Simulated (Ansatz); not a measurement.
hcp Ru, relaxed in Ansatz (plane waves) with several semilocal functionals. Each gives its own volume and its own elastic constant C11:

```csv
level,V0 (Å³/atom),elastic constant C11 (GPa),ln V0,ln C11
LDA,13.088,658.1,2.5717,6.4894
PBEsol,13.321,627.9,2.5893,6.4424
PBE,13.767,566.8,2.6223,6.3400
```

Q: Fit a straight line to ln C11 against ln V0. What does it predict for r²SCAN, whose volume is 13.495 Å³/atom?

A: With x = ln V0 and y = ln C11: means 2.59443 and 6.42393; Σ(Δx Δy) = -0.003922, Σ(Δx²) = 0.001320, so the slope is -2.97. At x = 2.6023 the line gives y = 6.42393 + (-2.97) × (2.6023 − 2.59443) = 6.4006, or 602.2 GPa. The run with r²SCAN gives 609.3 GPa, +1.2 % from the line. The rows used scatter about it by up to 0.3 %, while the largest value lies 16 % above the smallest.

Measured: 563 GPa (measured, temperature not stated, not corrected to a static lattice; as tabulated in Mehl and Papaconstantopoulos (1996), arXiv:mtrl-th/9602003).

Ansatz's density-functional and Hartree–Fock values are scalar-relativistic unless marked +SOC, with PAW data made under PBE.

Ansatz is a quantum-chemistry and plane-wave program.
